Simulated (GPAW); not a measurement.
# OLYP/real-space grid (scalar-relativistic datasets, solver steps 1) run of BNH4 (SMILES BN)

We compute the atomisation energy of BNH4. The job is set up through an ASE script.

Program for the calculation: GPAW 26.7.0.

3 further runs of the same task are left out: 3 set aside as unsound or not needed.

### 1 The system as given

BNH4 has 6 atoms, charge 0, and is taken as a singlet. SMILES: `BN`. The coordinates come from a PBE0-D4/def2-TZVP relaxation.

Bond lengths: B1–N2 1.385 Å, B1–H3 1.197 Å, B1–H4 1.197 Å, N2–H5 1.006 Å, N2–H6 1.006 Å. Angles: B1–N2–H5 123.2°, B1–N2–H6 123.2°, N2–B1–H3 119.0°, N2–B1–H4 119.0°, H5–N2–H6 113.5°, H3–B1–H4 122.0°.

### 2 The atomisation energy at OLYP/real-space grid (scalar-relativistic datasets, solver steps 1)

The input, run.xyz:

```xyz
6

B     -0.128200    -0.679600    -0.025600
N      0.146100     0.677400     0.010800
H      0.225800    -1.368000     0.887500
H     -0.712000    -1.128700    -0.969200
H     -0.121600     1.313700    -0.720800
H      0.632000     1.121400     0.771300
```

The input, run.py:

```python
from ase import Atoms
from ase.io import read
from gpaw import GPAW, setup_paths
from gpaw.atom.configurations import parameters
from gpaw.atom.generator import Generator

system = read('run.xyz')
system.set_cell([11.0, 11.0, 11.0])
system.center()

for symbol in ['B', 'H', 'N']:
    Generator(symbol, xcname='GGA_X_OPTX+GGA_C_LYP', scalarrel=True, nofiles=True, txt=None).run(**parameters[symbol])
setup_paths.insert(0, '.')

calculator = GPAW(mode='fd',
                  occupations={'name': 'methfessel-paxton', 'width': 0.05},
                  maxiter=100,
                  h=0.2,
                  symmetry='off',
                  eigensolver={'name': 'rmm-diis', 'niter': 1},
                  xc='GGA_X_OPTX+GGA_C_LYP',
                  txt='-')
system.calc = calculator

xcs = ['BLYP', 'TPSS', 'GGA_XC_B97_D', 'MGGA_X_SCAN+MGGA_C_SCAN', 'revPBE', 'GGA_X_SOGGA11+GGA_C_SOGGA11']
e = system.get_potential_energy()
e_mol = {'OLYP': e}
for xc in xcs:
    e_mol[xc] = e + calculator.get_xc_difference(xc)

e_atom = {}
for symbol in sorted(set(system.symbols)):
    atom = Atoms(symbol, cell=system.cell, pbc=system.pbc)
    atom.center()
    atom.calc = GPAW(mode='fd',
                     h=0.2,
                     xc='GGA_X_OPTX+GGA_C_LYP',
                     eigensolver={'name': 'rmm-diis', 'niter': 1},
                     maxiter=150,
                     symmetry='off',
                     hund=True,
                     txt=f'{symbol}_atom.txt')
    e = atom.get_potential_energy()
    e_atom[symbol] = {'OLYP': e}
    for xc in xcs:
        e_atom[symbol][xc] = e + atom.calc.get_xc_difference(xc)

atomisation = {xc: sum(e_atom[x][xc] for x in system.symbols) - e_mol[xc] for xc in e_mol}
for xc, de in atomisation.items():
    print(f'{xc:32} {de:9.3f} eV')
```

On the command line:

```bash
$ python run.py > run.log
```

Q: Predict the results. Wanted: energy as printed; dipole moment; HOMO energy; LUMO energy; HOMO–LUMO gap; atomisation energy.

Answer, from the run:

At OLYP/real-space grid (scalar-relativistic datasets, solver steps 1):

| quantity | value |
| --- | --- |
| energy as printed (from the program's reference atoms) | -29.2109 eV |
| dipole moment | 2.00 D |
| HOMO energy | -7.21 eV |
| LUMO energy | -0.78 eV |
| HOMO–LUMO gap | 6.43 eV |
| atomisation energy (program's own) | 21.68 eV |
